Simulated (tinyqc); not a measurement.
Inside a calculation. Method: RKS/LDA (VWN5) in the sto-3g basis, for BH, spin multiplicity 1. One step of it, computed by the program tinyqc.

Problem. Orthogonalisation. S = U s U^T; symmetric (Loewdin) form X = U s^(-1/2) U^T, so that X^T S X = 1.

overlap S, order 1B 1s, 1B 2s, 1B 2px, 1B 2py, 1B 2pz, 2H 1s:
$$\begin{pmatrix}
1.000000 & 0.269328 & 0.000000 & 0.000000 & 0.000000 & 0.006587 \\
0.269328 & 1.000000 & 0.000000 & 0.000000 & 0.000000 & 0.117985 \\
0.000000 & 0.000000 & 1.000000 & 0.000000 & 0.000000 & 0.000000 \\
0.000000 & 0.000000 & 0.000000 & 1.000000 & 0.000000 & 0.000000 \\
0.000000 & 0.000000 & 0.000000 & 0.000000 & 1.000000 & 0.158748 \\
0.006587 & 0.117985 & 0.000000 & 0.000000 & 0.158748 & 1.000000
\end{pmatrix}$$

Give: eigenvalues of S; X.

Solution.

eigenvalues of S: [0.7000, 0.8559, 1.0000, 1.0000, 1.1383, 1.3058]

X, order 1B 1s, 1B 2s, 1B 2px, 1B 2py, 1B 2pz, 2H 1s:
$$\begin{pmatrix}
1.0289 & -0.1422 & 0.0000 & 0.0000 & -0.0013 & 0.0094 \\
-0.1422 & 1.0346 & 0.0000 & 0.0000 & 0.0075 & -0.0627 \\
0.0000 & 0.0000 & 1.0000 & 0.0000 & 0.0000 & 0.0000 \\
0.0000 & 0.0000 & 0.0000 & 1.0000 & 0.0000 & 0.0000 \\
-0.0013 & 0.0075 & 0.0000 & 0.0000 & 1.0097 & -0.0814 \\
0.0094 & -0.0627 & 0.0000 & 0.0000 & -0.0814 & 1.0153
\end{pmatrix}$$
